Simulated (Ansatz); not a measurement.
fcc Ca was calculated with r²SCAN (Ansatz, a program for electronic structure, plane waves, PAW).

Run with plane-wave cutoff 500 eV, 4×4×4 k mesh, Fermi–Dirac smearing 0.1 eV, cell of 108 sites, scalar-relativistic PAW data made under PBE.

Task: What does this level give for the vacancy formation energy before relaxation?

Result: 
- vacancy formation energy before relaxation = 1.28 eV

Note: energies are extrapolated to zero smearing, and mesh and cell size move such values by some hundredths of an eV or more.

Cost on a shared machine: around 2.2 core-hours (rough).
